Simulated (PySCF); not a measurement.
# Ar, Ar+: ionisation energy in cc-pV(T+d)Z

Aim: the ionisation energy of argon from differences of total energies, at each level of theory, and how far each lands from the tabulated value where there is one.

Method: unrestricted determinants in a Gaussian basis, no spin-orbit coupling in the energies. Code: PySCF 2.14.0.

### 1 The system

- Element: argon (Z = 18)
- Basis: cc-pV(T+d)Z (5s4p3d1f, 39 functions)
- Hamiltonian: no relativity, point nucleus
- State 1: Ar: [Ar], closed-shell 1S
- State 2: Ar+: [Ne] 3s2 3p5, 2P determinant
- Methods: UHF, M06-L, MN15, MP2, CCSD(T)
- Core shells frozen in the correlated runs: valence: [Ne] (for Ar)

The outer shells:

Ar [Ar]
```
[Ne] core
3s [↑↓]
3p [↑↓][↑↓][↑↓]
```

Ar+ [Ne] 3s2 3p5
```
[Ne] core
3s [↑↓]
3p [↑↓][↑↓][↑ ]
```

One driver process ran all states and methods and kept the integrals in memory. Each run is shown as a PySCF script that sums up its settings (the driver passes frozen orbitals as a list and adds second-order terms of double hybrids); the logs are those of the runs themselves. The driver starts from symmetry-adapted Hartree-Fock orbitals, holds the occupation by maximum overlap and uses a logarithmic radial grid for functionals, so a plain start would take other cycles.

The driver's launch:

```
> OMP_NUM_THREADS=1 python atomrun2.py TASK.json OUT
```

The integrals over 39 functions and the set-up took 0.08 s of CPU time.

### 2 Ar, method by method

Level: UHF.

File input.py:

```python
from pyscf import gto, scf, dft, mp, cc
import basis_set_exchange as bse
mol = gto.M(atom="Ar 0 0 0", charge=0, spin=0, symmetry="D2h",
            basis=gto.basis.parse(bse.get_basis("cc-pV(T+d)Z", elements=["Ar"], fmt="nwchem", header=False)))
mf = scf.UHF(mol)
mf.irrep_nelec = {'Ag': (3, 3), 'B1u': (2, 2), 'B2u': (2, 2), 'B3u': (2, 2)}
mf.kernel()
```

Output:

```text
damping factor = 0
level_shift factor = 0
DIIS = <class 'pyscf.scf.diis.CDIIS'>
diis_start_cycle = 1
diis_space = 10
diis_damp = 0
SCF conv_tol = 1e-09
SCF conv_tol_grad = None
number electrons alpha = 9  beta = 9
cycle= 1 E= -526.813133800119  delta_E= -2.69e-10  |g|= 4.6e-06  |ddm|= 5.93e-05
converged SCF energy = -526.813133800119  <S^2> = -1.9539925e-14  2S+1 = 1
```

It took 0.08 s on 1 thread of Neoverse-V1, shared host, the integrals not counted.

Orbital energies by shell (radii are means over both spins):

```
shell  electrons  mean orbital energy (eV)  spread (eV)  rms radius (bohr)
   1s          2                   -3227.5            0             0.0998
   2s          2                   -335.27            0              0.449
   2p          6                   -260.41            0              0.418
   3s          2                   -34.735            0               1.53
   3p          6                   -16.058            0               1.82
```

⟨S²⟩ = 0.000, ⟨L²⟩ = 0.00.

Level: M06-L.

input.py, as changed from the run before:

```diff
@@ -4,3 +4,3 @@
             basis=gto.basis.parse(bse.get_basis("cc-pV(T+d)Z", elements=["Ar"], fmt="nwchem", header=False)))
-mf = scf.UHF(mol)
+mf = dft.UKS(mol, xc="M06L")
 mf.irrep_nelec = {'Ag': (3, 3), 'B1u': (2, 2), 'B2u': (2, 2), 'B3u': (2, 2)}
```

Output:

```text
damping factor = 0
level_shift factor = 0
DIIS = <class 'pyscf.scf.diis.CDIIS'>
diis_start_cycle = 1
diis_space = 10
diis_damp = 0
SCF conv_tol = 1e-09
SCF conv_tol_grad = None
number electrons alpha = 9  beta = 9
XC functionals = M06L
    Y. Zhao and D. G. Truhlar.,  J. Chem. Phys. 125, 194101 (2006)
    Y. Zhao and D. G. Truhlar.,  J. Chem. Phys. 125, 194101 (2006)
    Y. Zhao and D. G. Truhlar.,  Theor. Chem. Acc. 120, 215 (2008)
cycle= 1 E= -527.537401109201  delta_E= -0.00101  |g|= 0.0173  |ddm|= 0.154
cycle= 2 E= -527.537468618782  delta_E= -6.75e-05  |g|= 0.0135  |ddm|= 0.0471
cycle= 3 E= -527.537531193758  delta_E= -6.26e-05  |g|= 0.000496  |ddm|= 0.0164
cycle= 4 E= -527.537531259608  delta_E= -6.59e-08  |g|= 3.12e-05  |ddm|= 0.000624
cycle= 5 E= -527.537531259899  delta_E= -2.9e-10  |g|= 1.81e-07  |ddm|= 4.71e-05
converged SCF energy = -527.537531259899  <S^2> = -2.1316282e-14  2S+1 = 1
```

Time after the integrals: 0.4 s (1 thread of Neoverse-V1, shared host).

Level: MN15.

input.py, as changed from the run before:

```diff
@@ -4,3 +4,3 @@
             basis=gto.basis.parse(bse.get_basis("cc-pV(T+d)Z", elements=["Ar"], fmt="nwchem", header=False)))
-mf = dft.UKS(mol, xc="M06L")
+mf = dft.UKS(mol, xc="MN15")
 mf.irrep_nelec = {'Ag': (3, 3), 'B1u': (2, 2), 'B2u': (2, 2), 'B3u': (2, 2)}
```

Output:

```text
damping factor = 0
level_shift factor = 0
DIIS = <class 'pyscf.scf.diis.CDIIS'>
diis_start_cycle = 1
diis_space = 10
diis_damp = 0
SCF conv_tol = 1e-09
SCF conv_tol_grad = None
number electrons alpha = 9  beta = 9
XC functionals = MN15
    H. S. Yu, X. He, S. L. Li, and D. G. Truhlar.,  Chem. Sci. 7, 5032-5051 (2016)
    H. S. Yu, X. He, S. L. Li, and D. G. Truhlar.,  Chem. Sci. 7, 5032-5051 (2016)
cycle= 1 E= -527.458255473989  delta_E= -0.0251  |g|= 0.0325  |ddm|= 0.453
cycle= 2 E= -527.458559719503  delta_E= -0.000304  |g|= 0.0199  |ddm|= 0.0935
cycle= 3 E= -527.458695875277  delta_E= -0.000136  |g|= 0.00247  |ddm|= 0.0235
cycle= 4 E= -527.458696796231  delta_E= -9.21e-07  |g|= 6e-05  |ddm|= 0.00149
cycle= 5 E= -527.45869679782  delta_E= -1.59e-09  |g|= 2.88e-06  |ddm|= 0.000163
cycle= 6 E= -527.458696797824  delta_E= -4.66e-12  |g|= 2.75e-07  |ddm|= 9.85e-06
converged SCF energy = -527.458696797824  <S^2> = -1.9539925e-14  2S+1 = 1
```

Time after the integrals: 0.48 s (1 thread of Neoverse-V1, shared host).

Level: MP2 (valence).

input.py, as changed from the run before:

```diff
@@ -4,4 +4,5 @@
             basis=gto.basis.parse(bse.get_basis("cc-pV(T+d)Z", elements=["Ar"], fmt="nwchem", header=False)))
-mf = dft.UKS(mol, xc="MN15")
+mf = scf.UHF(mol)
 mf.irrep_nelec = {'Ag': (3, 3), 'B1u': (2, 2), 'B2u': (2, 2), 'B3u': (2, 2)}
 mf.kernel()
+mp.UMP2(mf, frozen=5).kernel()
```

No log was kept for this step.

It took 0.02 s on 1 thread of Neoverse-V1, shared host, the integrals not counted.

With 8 electrons correlated, the MP2 correlation energy is -0.20704 hartree (-0.05220 same spin, -0.15485 opposite spin); the SCS form gives -0.20321. Largest pairs of shells: 3p-3p -0.1519, 3s-3p -0.0462, 3s-3s -0.0089.

Level: CCSD(T) (valence).

input.py, as changed from the run before:

```diff
@@ -7,2 +7,3 @@
 mf.kernel()
-mp.UMP2(mf, frozen=5).kernel()
+mycc = cc.CCSD(mf, frozen=5).run()
+mycc.ccsd_t()
```

Output:

```text
CC2 = 0
CCSD nocc = 4, nmo = 34
frozen orbitals [0, 1, 2, 3, 4]
max_cycle = 100
direct = 0
conv_tol = 1e-08
conv_tol_normt = 1e-06
diis_space = 8
diis_start_cycle = 0
Init t2, MP2 energy = -527.020175695468  E_corr(MP2) -0.207041895348173
Init E_corr(CCSD) = -0.207041895358363
cycle = 1  E_corr(CCSD) = -0.221759042736876  dE = -0.0147171474  norm(t1,t2) = 0.0221162
cycle = 2  E_corr(CCSD) = -0.224657529288042  dE = -0.00289848655  norm(t1,t2) = 0.00578979
cycle = 3  E_corr(CCSD) = -0.225510095747233  dE = -0.000852566459  norm(t1,t2) = 0.00177233
cycle = 4  E_corr(CCSD) = -0.225485317020653  dE = 2.47787266e-05  norm(t1,t2) = 0.000173654
cycle = 5  E_corr(CCSD) = -0.225481566517158  dE = 3.75050349e-06  norm(t1,t2) = 1.89428e-05
cycle = 6  E_corr(CCSD) = -0.225482266796703  dE = -7.00279545e-07  norm(t1,t2) = 4.56248e-06
cycle = 7  E_corr(CCSD) = -0.225482283544858  dE = -1.67481555e-08  norm(t1,t2) = 9.12655e-07
cycle = 8  E_corr(CCSD) = -0.225482248547361  dE = 3.49974978e-08  norm(t1,t2) = 1.11439e-07
cycle = 9  E_corr(CCSD) = -0.225482249886109  dE = -1.33874814e-09  norm(t1,t2) = 2.4968e-08
CCSD converged
E(CCSD) = -527.0386160500054  E_corr = -0.2254822498861087
CCSD(T) correction = -0.00684302129482817
```

It took 0.2 s on 1 thread of Neoverse-V1, shared host, the integrals not counted.

CCSD correlation -0.22548 hartree, triples -0.00684; total -527.045459. T1 = 0.002, largest double amplitude 0.051.

Radial density 4πr²ρ of Ar at UHF:

```
r (bohr)   density
 0.00174     0.137
 0.00292     0.370
 0.00491     0.975
 0.00826      2.45
  0.0139      5.65
  0.0234      11.4
  0.0393      18.3
  0.0661      20.7
   0.111      15.7
   0.187      16.4
   0.315      21.0
   0.529      9.70
   0.890      4.60
    1.50      5.19
    2.52      1.37
    4.24    0.0706
    7.13  2.01e-05
```

### 3 Ar+: the ladder of methods

Level: UHF.

File input.py:

```python
from pyscf import gto, scf, dft, mp, cc
import basis_set_exchange as bse
mol = gto.M(atom="Ar 0 0 0", charge=1, spin=1, symmetry="D2h",
            basis=gto.basis.parse(bse.get_basis("cc-pV(T+d)Z", elements=["Ar"], fmt="nwchem", header=False)))
mf = scf.UHF(mol)
mf.irrep_nelec = {'Ag': (3, 3), 'B1u': (2, 2), 'B2u': (2, 2), 'B3u': (2, 1)}
mf.kernel()
```

Output:

```text
damping factor = 0
level_shift factor = 0
DIIS = <class 'pyscf.scf.diis.CDIIS'>
diis_start_cycle = 1
diis_space = 10
diis_damp = 0
SCF conv_tol = 1e-09
SCF conv_tol_grad = None
number electrons alpha = 9  beta = 8
cycle= 1 E= -526.276774983523  delta_E= -0.00645  |g|= 0.0364  |ddm|= 0.0588
cycle= 2 E= -526.277530211735  delta_E= -0.000755  |g|= 0.0133  |ddm|= 0.0222
cycle= 3 E= -526.277650481644  delta_E= -0.00012  |g|= 0.000728  |ddm|= 0.015
cycle= 4 E= -526.277650922973  delta_E= -4.41e-07  |g|= 0.000173  |ddm|= 0.00189
cycle= 5 E= -526.277650949975  delta_E= -2.7e-08  |g|= 3.6e-05  |ddm|= 0.000512
cycle= 6 E= -526.277650950982  delta_E= -1.01e-09  |g|= 8.49e-06  |ddm|= 0.000102
cycle= 7 E= -526.277650951043  delta_E= -6.06e-11  |g|= 7.82e-07  |ddm|= 2.71e-05
converged SCF energy = -526.277650951043  <S^2> = 0.75885324  2S+1 = 2.0088337
```

Time after the integrals: 0.13 s (1 thread of Neoverse-V1, shared host).

Orbital energies by shell (radii are means over both spins):

```
shell  electrons  mean orbital energy (eV)  spread (eV)  rms radius (bohr)
 1s α          1                   -3242.0            0             0.0998
 1s β          1                   -3241.6            0             0.0998
 2s α          1                   -349.49            0              0.448
 2s β          1                   -349.10            0              0.448
 2p α          3                   -274.74        0.842              0.417
 2p β          3                   -274.04        0.643              0.417
 3s α          1                   -48.558            0               1.49
 3s β          1                   -44.748            0               1.49
 3p α          3                   -29.156        2.467               1.70
 3p β          2                   -27.636            0               1.70
```

⟨S²⟩ = 0.759, ⟨L²⟩ = 2.03.

Level: M06-L.

input.py, as changed from the run before:

```diff
@@ -4,3 +4,3 @@
             basis=gto.basis.parse(bse.get_basis("cc-pV(T+d)Z", elements=["Ar"], fmt="nwchem", header=False)))
-mf = scf.UHF(mol)
+mf = dft.UKS(mol, xc="M06L")
 mf.irrep_nelec = {'Ag': (3, 3), 'B1u': (2, 2), 'B2u': (2, 2), 'B3u': (2, 1)}
```

Output:

```text
damping factor = 0
level_shift factor = 0
DIIS = <class 'pyscf.scf.diis.CDIIS'>
diis_start_cycle = 1
diis_space = 10
diis_damp = 0
SCF conv_tol = 1e-09
SCF conv_tol_grad = None
number electrons alpha = 9  beta = 8
XC functionals = M06L
    Y. Zhao and D. G. Truhlar.,  J. Chem. Phys. 125, 194101 (2006)
    Y. Zhao and D. G. Truhlar.,  J. Chem. Phys. 125, 194101 (2006)
    Y. Zhao and D. G. Truhlar.,  Theor. Chem. Acc. 120, 215 (2008)
cycle= 1 E= -526.95700207055  delta_E= -0.00512  |g|= 0.0192  |ddm|= 0.209
cycle= 2 E= -526.957126892978  delta_E= -0.000125  |g|= 0.00692  |ddm|= 0.0298
cycle= 3 E= -526.957140911932  delta_E= -1.4e-05  |g|= 0.00158  |ddm|= 0.00763
cycle= 4 E= -526.957141525105  delta_E= -6.13e-07  |g|= 0.000128  |ddm|= 0.00154
cycle= 5 E= -526.957141531948  delta_E= -6.84e-09  |g|= 4.13e-06  |ddm|= 0.000145
cycle= 6 E= -526.957141531954  delta_E= -6.14e-12  |g|= 9.72e-07  |ddm|= 1.21e-05
converged SCF energy = -526.957141531954  <S^2> = 0.75358912  2S+1 = 2.0035859
```

Time after the integrals: 0.46 s (1 thread of Neoverse-V1, shared host).

Level: MN15.

input.py, as changed from the run before:

```diff
@@ -4,3 +4,3 @@
             basis=gto.basis.parse(bse.get_basis("cc-pV(T+d)Z", elements=["Ar"], fmt="nwchem", header=False)))
-mf = dft.UKS(mol, xc="M06L")
+mf = dft.UKS(mol, xc="MN15")
 mf.irrep_nelec = {'Ag': (3, 3), 'B1u': (2, 2), 'B2u': (2, 2), 'B3u': (2, 1)}
```

Output:

```text
damping factor = 0
level_shift factor = 0
DIIS = <class 'pyscf.scf.diis.CDIIS'>
diis_start_cycle = 1
diis_space = 10
diis_damp = 0
SCF conv_tol = 1e-09
SCF conv_tol_grad = None
number electrons alpha = 9  beta = 8
XC functionals = MN15
    H. S. Yu, X. He, S. L. Li, and D. G. Truhlar.,  Chem. Sci. 7, 5032-5051 (2016)
    H. S. Yu, X. He, S. L. Li, and D. G. Truhlar.,  Chem. Sci. 7, 5032-5051 (2016)
cycle= 1 E= -526.877564610424  delta_E= -0.0278  |g|= 0.029  |ddm|= 0.48
cycle= 2 E= -526.877831786179  delta_E= -0.000267  |g|= 0.00813  |ddm|= 0.0592
cycle= 3 E= -526.877852538075  delta_E= -2.08e-05  |g|= 0.00287  |ddm|= 0.00973
cycle= 4 E= -526.877854498933  delta_E= -1.96e-06  |g|= 0.000279  |ddm|= 0.00237
cycle= 5 E= -526.877854547992  delta_E= -4.91e-08  |g|= 1.47e-05  |ddm|= 0.00036
cycle= 6 E= -526.877854548125  delta_E= -1.33e-10  |g|= 6.19e-07  |ddm|= 2.17e-05
converged SCF energy = -526.877854548125  <S^2> = 0.75189027  2S+1 = 2.0018894
```

Time after the integrals: 0.47 s (1 thread of Neoverse-V1, shared host).

Level: MP2 (valence).

input.py, as changed from the run before:

```diff
@@ -4,4 +4,5 @@
             basis=gto.basis.parse(bse.get_basis("cc-pV(T+d)Z", elements=["Ar"], fmt="nwchem", header=False)))
-mf = dft.UKS(mol, xc="MN15")
+mf = scf.UHF(mol)
 mf.irrep_nelec = {'Ag': (3, 3), 'B1u': (2, 2), 'B2u': (2, 2), 'B3u': (2, 1)}
 mf.kernel()
+mp.UMP2(mf, frozen=5).kernel()
```

The driver printed no log here.

Time after the integrals: 0.02 s (1 thread of Neoverse-V1, shared host).

With 7 electrons correlated, the MP2 correlation energy is -0.16619 hartree (-0.03841 same spin, -0.12778 opposite spin); the SCS form gives -0.16614. Largest pairs of shells: 3p-3p -0.1049, 3s-3p -0.0520, 3s-3s -0.0093.

Level: CCSD(T) (valence).

input.py, as changed from the run before:

```diff
@@ -7,2 +7,3 @@
 mf.kernel()
-mp.UMP2(mf, frozen=5).kernel()
+mycc = cc.CCSD(mf, frozen=5).run()
+mycc.ccsd_t()
```

Output:

```text
CC2 = 0
CCSD nocc = (np.int64(4), np.int64(3)), nmo = (34, 34)
frozen orbitals [[0, 1, 2, 3, 4], [0, 1, 2, 3, 4]]
max_cycle = 100
direct = 0
conv_tol = 1e-08
conv_tol_normt = 1e-06
diis_space = 8
diis_start_cycle = 0
Init t2, MP2 energy = -0.166185661565212
Init E_corr(UCCSD) = -0.166185661565496
cycle = 1  E_corr(UCCSD) = -0.185748990571438  dE = -0.019563329  norm(t1,t2) = 0.0369486
cycle = 2  E_corr(UCCSD) = -0.189719809030227  dE = -0.00397081846  norm(t1,t2) = 0.0116705
cycle = 3  E_corr(UCCSD) = -0.191432202534753  dE = -0.0017123935  norm(t1,t2) = 0.00465229
cycle = 4  E_corr(UCCSD) = -0.191364815900471  dE = 6.73866343e-05  norm(t1,t2) = 0.000548716
cycle = 5  E_corr(UCCSD) = -0.191365983992286  dE = -1.16809181e-06  norm(t1,t2) = 7.35722e-05
cycle = 6  E_corr(UCCSD) = -0.191366265636294  dE = -2.81644008e-07  norm(t1,t2) = 1.36244e-05
cycle = 7  E_corr(UCCSD) = -0.191366290206694  dE = -2.45704001e-08  norm(t1,t2) = 2.27697e-06
cycle = 8  E_corr(UCCSD) = -0.19136628731067  dE = 2.896024e-09  norm(t1,t2) = 5.24294e-07
UCCSD converged
E(UCCSD) = -526.4690172383537  E_corr = -0.1913662873106701
UCCSD(T) correction = -0.00533267286252539
```

Time after the integrals: 0.61 s (1 thread of Neoverse-V1, shared host).

CCSD correlation -0.19137 hartree, triples -0.00533; total -526.474350. T1 = 0.007, largest double amplitude 0.054.

Radial density 4πr²ρ of Ar+ at UHF:

```
r (bohr)  density  spin density
 0.00174    0.137         0.000
 0.00292    0.371         0.000
 0.00491    0.976         0.000
 0.00826     2.45         0.000
  0.0139     5.66         0.000
  0.0234     11.4         0.001
  0.0393     18.3         0.004
  0.0661     20.7         0.019
   0.111     15.7         0.071
   0.187     16.4         0.158
   0.315     21.0         0.121
   0.529     9.70         0.006
   0.890     4.53         0.500
    1.50     4.75         0.691
    2.52    0.967         0.138
    4.24   0.0309         0.003
```

### 4 How the shells move

Highest occupied Hartree-Fock shell of each state: Ar 3p at -16.058 eV; Ar+ 3p β at -27.636 eV.

### 5 The energy differences

Ionisation energy: Ar [Ar] (1S) → Ar+ [Ne] 3s2 3p5 (2P).

```
           method  value (eV)  error (eV)  CPU time, both states (s)
              UHF      14.571      -1.248                       0.21
            M06-L      15.793      -0.026                       0.86
             MN15      15.806      -0.013                       0.95
    MP2 (valence)      15.683      -0.136                       0.25
SCS-MP2 (valence)      15.580      -0.239                       0.25
   CCSD (valence)      15.500      -0.319                           
CCSD(T) (valence)      15.541      -0.278                          1
```

Reference: 15.819 eV (measured; NIST levels, between the centres of gravity of the two terms). Errors of the correlated levels include the incompleteness of this basis.

Times are CPU seconds on a shared host without the integrals; correlated rows include their Hartree-Fock run, whose time holds the symmetry-adapted start and any spin-orbit constants, while functionals begin from orbitals already made.

### 6 Summary of results

| quantity | value |
| --- | --- |
| ionisation energy, Ar | UHF 14.571, CCSD(T) (valence) 15.541 eV; reference 15.819 |

Accuracy against cost (mean over 1 difference):

```
           method  mean absolute miss against the measured value (with the measured fine structure taken into account where it is known) (eV)  CPU time, both states (s)
              UHF                                                                                                                       1.248                       0.21
            M06-L                                                                                                                       0.026                       0.86
             MN15                                                                                                                       0.013                       0.95
    MP2 (valence)                                                                                                                       0.136                       0.25
SCS-MP2 (valence)                                                                                                                       0.239                       0.25
   CCSD (valence)                                                                                                                       0.319                           
CCSD(T) (valence)                                                                                                                       0.278                          1
```

What this shows: MN15 lands nearest to the measured value (off by 0.01 eV), level with M06-L; UHF misses by most (1.25 eV). Hartree-Fock falls short because the species with more electrons holds more correlation energy, which it lacks. All values hold for this basis alone; no basis-set limit was taken. The dearest level timed, CCSD(T) (valence), costs 4.9 times the cheapest, UHF, and differs from the measured value (with the measured fine structure taken into account where it is known) by 0.28 against 1.25 eV.
